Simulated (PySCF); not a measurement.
Gas-phase XPS of `c1ccsc1`, computed

C4H4S.
Atom-mapped SMILES: `[cH:1]1[cH:2][cH:3][s:4][cH:5]1`

Computed with delta-SCF UKS SCAN, pcX-2 on the ionised atom, pcseg-1 elsewhere, spin-free X2C in PySCF 2.14.0. Each binding energy is the total energy of the core-ionised species, with the hole localised on one atom, minus that of the ground state; both are solved self-consistently, so orbital relaxation is included.

**Question.** Give the core binding energies atom by atom.

**Answer.** 
```tsv
atom(s)	bonded to	level	binding energy (eV)	above the level's lowest (eV)	count
C1/C2	2 C (aromatic in the SMILES) and H	C 1s	290.43	0.00	2
C3/C5	S (aromatic in the SMILES), C (aromatic in the SMILES) and H	C 1s	290.72	+0.29	2
S4	2 C (aromatic in the SMILES)	S 1s	2477.98	0.00	1
```

Lowest listed C 1s: C1/C2, bonded to 2 C (aromatic in the SMILES) and H. Highest, 0.29 eV above it: C3/C5, bonded to S (aromatic in the SMILES), C (aromatic in the SMILES) and H.

**Question.** Which effective nuclear charge Zeff reproduces each element's mean 1s value in the hydrogen-like formula E = 13.606 eV × Zeff²?

**Answer.** C (Z = 6): mean 290.6 eV, Zeff = 4.62, Z − Zeff = 1.38; S (Z = 16): mean 2478.0 eV, Zeff = 13.50, Z − Zeff = 2.50. Means run over the listed sites, weighted by atom count.

The first atom of each set that the bonding makes equivalent was ionised and stands for the set. Not every level is listed. Geometry: PBE0-D3(BJ)/def2-SVP; no solvent, vibrations or thermal averaging.

Hardware: x86-64 server, one thread, shared host. Cost: 16 s of wall time.
